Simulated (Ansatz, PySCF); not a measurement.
This Ansatz (an electronic-structure program) input computes a BLYP/def2-TZVPD energy:

Ansatz 0.2 input:
```yaml
crystal:
  periodic: [false, false, false]
  atoms:
    - {symbol: C, position_ang: [0.00151063, -0.00003421, 0.15677747]}
    - {symbol: C, position_ang: [-0.00745373, 1.47973661, -0.01482608]}
    - {symbol: C, position_ang: [1.28493407, -0.73353222, -0.02776186]}
    - {symbol: C, position_ang: [-1.27792029, -0.74619443, -0.00307020]}
    - {symbol: H, position_ang: [-0.01913589, 1.76636606, -1.08038075]}
    - {symbol: H, position_ang: [-0.89153056, 1.93489643, 0.43835820]}
    - {symbol: H, position_ang: [0.88065011, 1.94365219, 0.42128423]}
    - {symbol: H, position_ang: [1.52338880, -0.87527278, -1.09582020]}
    - {symbol: H, position_ang: [2.12764463, -0.19187872, 0.40880281]}
    - {symbol: H, position_ang: [1.24913342, -1.73108127, 0.41693185]}
    - {symbol: H, position_ang: [-1.53549656, -0.89038572, -1.06634955]}
    - {symbol: H, position_ang: [-1.22370432, -1.74329874, 0.44075626]}
    - {symbol: H, position_ang: [-2.11737378, -0.21285195, 0.44970118]}
basis:
  gaussian:
    orbitals: def2-TZVPD
hamiltonian:
  xc: {name: BLYP}
magnetization: {spin_polarized: true, initial_magnetization: 1}
output: {forces: true}
```

Write an input for the same energy in PySCF and say what it gives.


```python
from pyscf import gto, scf, dft

mol = gto.M(
    atom='''
    C     0.00151063   -0.00003421    0.15677747
    C    -0.00745373    1.47973661   -0.01482608
    C     1.28493407   -0.73353222   -0.02776186
    C    -1.27792029   -0.74619443   -0.00307020
    H    -0.01913589    1.76636606   -1.08038075
    H    -0.89153056    1.93489643    0.43835820
    H     0.88065011    1.94365219    0.42128423
    H     1.52338880   -0.87527278   -1.09582020
    H     2.12764463   -0.19187872    0.40880281
    H     1.24913342   -1.73108127    0.41693185
    H    -1.53549656   -0.89038572   -1.06634955
    H    -1.22370432   -1.74329874    0.44075626
    H    -2.11737378   -0.21285195    0.44970118
    ''',
    basis='def2-tzvpd',
    charge=0,
    spin=1,
    verbose=4,
)

mf = dft.UKS(mol, xc='blyp').density_fit(auxbasis='def2-universal-jkfit')
mf.grids.level = 3
mf.conv_tol = 1e-9
mf.max_cycle = 100
mf.max_memory = 1500
mf.kernel()
if not mf.converged:
    mf = mf.newton()
    mf.kernel(mf.make_rdm1())
for _ in range(2):
    mo, _, stable, _ = mf.stability(return_status=True)
    if stable:
        break
    mf.kernel(mf.make_rdm1(mo, mf.mo_occ))
mf.analyze()
```
It gives -157.75067 Eh, and Ansatz -157.75048 Eh, a difference of 0.19 mEh, from the treatment of integrals and grids.

It need not be the lowest isomer of its formula.
